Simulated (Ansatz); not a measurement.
# AlB₂H₅: taking an electron away

How much energy removes an electron from AlB₂H₅ at fixed geometry? The cation is run at each level and the neutral's energy taken from earlier runs.

Program: Ansatz 0.2.0, Gaussian basis. Level of theory: unrestricted cation, the program's frozen cores in correlated methods. These are calculated values, not measurements.

Plan: UKS PBE-D4/def2-TZVPP; UKS r2SCAN-D4/def2-TZVPP; UKS PBE0-D4/def2-TZVPP; UKS B3LYP-D4/def2-TZVPP; UKS wB97X-V/def2-TZVPP; UKS wB97M-V/def2-TZVPP; UKS B2PLYP/def2-TZVPP; UHF-CCSD(T)/def2-TZVPP; UHF-MP2/def2-QZVPP; extrapolation to the limit; then −ε(HOMO) from the neutral's earlier runs with LDA (SPW92), PBE-D4, revPBE-D4, BLYP-D4, r2SCAN-D4, B97M-V, PBE0-D4, B3LYP-D4, r2SCANh-D4, r2SCAN0-D4, HSE06-D4, BHLYP-D4, CAM-B3LYP-D4, LC-ωPBE, ωB97X-V, ωB97M-V.

## Step 1: Structure used throughout

The geometry comes from an earlier relaxation with PBE0-D4 in a triple-zeta def2 set; it is a stationary point, not always the lowest conformer.

8 atoms, charge 0, spin multiplicity 1.

Atoms are counted from 1 here; the program's logs count them from 0.

Bond lengths: B1–B2 1.526 Å, B1–Al3 2.153 Å, B1–H4 1.232 Å, B1–H5 1.198 Å, B2–Al3 2.347 Å, B2–H6 1.182 Å, Al3–H7 1.592 Å, Al3–H8 1.582 Å. Angles: B2–B1–Al3 77.2°, B2–B1–H4 121.1°, B2–B1–H5 120.9°, Al3–B1–H4 69.1°, Al3–B1–H5 114.8°, H4–B1–H5 116.9°, B1–B2–Al3 63.5°, B1–B2–H6 176.9°, Al3–B2–H6 117.9°, B1–Al3–B2 39.4°, B1–Al3–H7 117.3°, B1–Al3–H8 117.6°, B2–Al3–H7 92.4°, B2–Al3–H8 144.1°, H7–Al3–H8 121.9°.

Geometry (Å):

```xyz
8
AlB2H5
B    -0.9103    0.5968   -0.3034
B     0.4703    1.1217   -0.6884
Al    0.4132   -0.8802    0.5357
H    -1.2680   -0.5408   -0.6144
H    -1.5875    1.1777    0.4958
H     1.5275    1.5803   -0.9513
H     1.4367   -1.5917   -0.4549
H     0.0102   -1.5209    1.9251
```

## Step 2: Cation, UKS PBE-D4/def2-TZVPP

in.yaml reads:

```yaml
crystal:
  periodic: [false, false, false]
  atoms:
    - {symbol: B, position_ang: [-0.910322, 0.596770, -0.303386]}
    - {symbol: B, position_ang: [0.470348, 1.121704, -0.688409]}
    - {symbol: Al, position_ang: [0.413197, -0.880168, 0.535714]}
    - {symbol: H, position_ang: [-1.267963, -0.540830, -0.614385]}
    - {symbol: H, position_ang: [-1.587543, 1.177742, 0.495767]}
    - {symbol: H, position_ang: [1.527531, 1.580332, -0.951270]}
    - {symbol: H, position_ang: [1.436710, -1.591716, -0.454902]}
    - {symbol: H, position_ang: [0.010241, -1.520934, 1.925074]}
basis:
  gaussian: {orbitals: def2-TZVPP}
total_charge: 1
magnetization: {spin_polarized: true, initial_magnetization: 1}
hamiltonian: {xc: pbe, dispersion: d4}
```

On the command line:

```console
> ansatz run in.yaml --threads 2 --pin off --events-out ev --progress --plain --max-ram 4352MiB
```

The runs that follow: Cation, UKS r2SCAN-D4/def2-TZVPP; Cation, UKS PBE0-D4/def2-TZVPP; Cation, UKS B3LYP-D4/def2-TZVPP; Cation, UKS wB97X-V/def2-TZVPP; Cation, UKS wB97M-V/def2-TZVPP; Cation, UKS B2PLYP (frozen core)/def2-TZVPP; Cation, UHF-CCSD(T)/def2-TZVPP; Cation, UHF-MP2/def2-QZVPP.

Before running them: what should the planned runs give, taken together? Wanted: ionisation energy, CCSD(T)/CBS; nearest functional by difference; nearest −ε(HOMO); −ε(HOMO) of PBE; T1 of the cation.

**Answer**, as computed:

| quantity | value |
| --- | --- |
| ionisation energy, CCSD(T)/CBS | 9.24 eV |
| nearest functional by difference | ωB97M-V (-0.15 eV) |
| nearest −ε(HOMO) | ωB97X-V (-0.07 eV) |
| −ε(HOMO) of PBE | 6.00 eV |
| T1 of the cation | 0.019 |

What this shows: By cation minus neutral, the functionals miss by 0.29 eV at most. The PBE orbital energy is 3.2 eV too small: a semilocal HOMO is no ionisation energy. Among orbital estimates ωB97X-V comes nearest. Hartree-Fock falls 1.28 eV short, as the neutral has more correlation energy than the cation.
